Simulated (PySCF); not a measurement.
**Structure from NMR data**

The spectra below were simulated for a compound C₂H₂F₄.

¹H NMR (600 MHz, computed): δ 4.91 (dq, J = 52.1, 7.7 Hz, 2H).

¹³C{¹H} NMR (computed): δ 131.4 (C, qd, J = 350.1, 21.7 Hz), 83.9 (CH2, dq, J = 246.9, 38.5 Hz).

Computed data (PySCF): geometry: GFN2-xTB, σ from GIAO-PBE0/pcSseg-1, B3LYP/pcJ-1 coupling constants. Fast rotation and ring inversion assumed for equivalent nuclei, relativity neglected, in vacuum, one computed conformer.

Chemical shifts δ = σref − σ; ¹H (σref 31.72), ¹³C (σref 186.93) against TMS, all at this level.

Problem. Propose a structure and justify it.

Solution. 
- The formula gives 0 degrees of unsaturation.
- 2 carbon signals for 2 carbons: no two carbons are equivalent.
- Carbon types of the structure: 1 × C, 1 × CH2, which accounts for all hydrogens.
- δC 131.4: CF3 carbon; 3 electronegative neighbours deshield it.
- δC 83.9: sp3 CH2 bonded to F; deshielded by the electronegative neighbour.
- δH 4.91: hydrogen on an sp3 CH2 bonded to F; its carbon carries F, which withdraws density.

Structure: 1,1,1,2-tetrafluoroethane (FCC(F)(F)F).

This is the structure that produced the data.

Common functionals overestimate the size of one-bond C–F couplings by tens of Hz; these are unscaled. Splittings below 1 Hz are ignored in the labels, and close J values are merged. Shifts are as computed. Against solution values, carbons near 30 ppm lie about +3 ppm off and those near 130 ppm about +5 ppm. Of 1211 compounds with measured shifts, 218 miss one by over three times the rms of a fit or turn the order of signals round; such compounds aren't used in these exercises.
